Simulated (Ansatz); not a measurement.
Mulliken charges of BClH₄Si (`[SiH3]BCl`) from r2SCAN/def2-TZVPP in Ansatz (PBE0-D4/def2-TZVP geometry).

```tsv
atom	x (Å)	y (Å)	z (Å)	charge (e)
Si1	-0.642	0.492	-0.312	0.181
B2	0.799	-0.643	0.525	0.113
Cl3	2.120	-1.275	-0.414	-0.100
H4	-1.959	-0.177	-0.111	-0.067
H5	-0.430	0.723	-1.764	-0.068
H6	-0.693	1.806	0.390	-0.067
H7	0.804	-0.925	1.686	0.008
```

Question: By hand: the dipole of these point charges (1 e Å = 4.8032 D).

Answer: Σ q r = (-0.025, -0.022, 0.159) e Å, of length 0.162 e Å = 0.78 D.

Question: How does the dipole of the full density compare? (An estimate is asked.)

Answer: Ansatz gave: (-0.040, 0.012, 0.060) e Å, 0.35 D; the point charges give 2.23 times that, at 30° from its direction.

Point charges leave out the atoms' own dipoles, such as those of lone pairs, and Mulliken's split depends on the basis, so the two needn't agree.
